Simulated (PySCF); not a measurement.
# Relaxation of singlet ClF₃

These are results of PySCF, PBE0, basis Cl def2-SVP, F def2-SVP (no relativity, density fitting), not measurements. A (50,194) grid was used.

A hand-made T-shaped start, of C2v symmetry, held to at least that symmetry:

Coordinates in bohr (charge 0 multiplicity 1):
```
Cl    0.0000    0.0000   -0.6808
F     0.0000    0.0000    2.3995
F     3.0784    0.0000   -0.5732
F    -3.0784    0.0000   -0.5732
```

Optimiser trace:
```csv
step,E − E(last) (kJ/mol),largest gradient (Eh/bohr)
0,18.27,0.04489
1,0.68,0.00972
2,0.01,0.00099
3,0.00,0.00010
4,0.00,0.00002
```

It ends at C2v with Cl–F 1.631 Å, Cl–F 1.716 Å (×2); F–Cl–F 86.9° (×2), F–Cl–F 173.8° (after a last refinement on a finer grid). A frequency run shows a minimum. Other isomers or separated fragments may lie lower.

Final geometry:
Coordinates in bohr (charge 0 multiplicity 1):
```
Cl    0.0000    0.0000   -0.7099
F     0.0000    0.0000    2.3714
F     3.2387    0.0000   -0.5338
F    -3.2387    0.0000   -0.5338
```

The relaxation took of the order of 8 core-seconds on a shared host.
